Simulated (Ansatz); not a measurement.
Rutile MnO₂, treated with r²SCAN+rVV10 (PAW; Ansatz, a quantum-chemistry and plane-wave program).

Numerical settings: plane-wave cutoff 560 eV, 8×8×12 k mesh (along the axes of the cell as run), Fermi–Dirac smearing 0.01 eV, spin-polarised with opposed moments, scalar-relativistic PAW data made under PBE.

A third-order Birch–Murnaghan fit to the energies gives V0 = 9.098 Å³/atom, B0 = 263 GPa, B′ = 4.8.

| V (Å³/atom) | P (GPa) |
|---|---|
| 8.734 | (withheld) |
| 8.916 | (withheld) |
| 9.098 | 0.00 |
| 9.280 | -4.96 |
| 9.462 | (withheld) |

**Question.** Estimate the withheld pressures from this fit; the answers are the runs' own values.

**Answer.** 
- 8.734, P (GPa): 11.81
- 8.916, P (GPa): 5.57
- 9.462, P (GPa): -9.37

The formula P = (3/2) B0 (x^(7/3) − x^(5/3)) [1 + (3/4)(B′ − 4)(x^(2/3) − 1)] with x = V0/V meets the computed pressures within 0.04 GPa when these rounded values are put in.

Shape and atoms are relaxed at each volume.

Note: the collinear magnetic order is the start's and need not be the measured one; without U or exact exchange, gaps and moments of open d shells tend to come out too small; the bulk modulus comes from volumes at which shape and atoms were relaxed.

Computed values are for the static lattice.

The result took around 21 core-minutes (rough).
